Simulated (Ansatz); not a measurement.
We consider hcp Sc, described by LDA (plane waves, PAW; Ansatz, an electronic-structure program).

Run with plane-wave cutoff 500 eV, 12×10×1 k mesh (along the axes of the cell as run), Fermi–Dirac smearing 0.1 eV, scalar-relativistic PAW data made under PBE.

### Question
Give the computed surface energy of the (11-20) face and work function of the (11-20) face.

### Answer

* **surface energy of the (11-20) face**: 1.44 J/m²
* **work function of the (11-20) face**: 3.30 eV

The slab of 16 atoms is relaxed and unreconstructed.
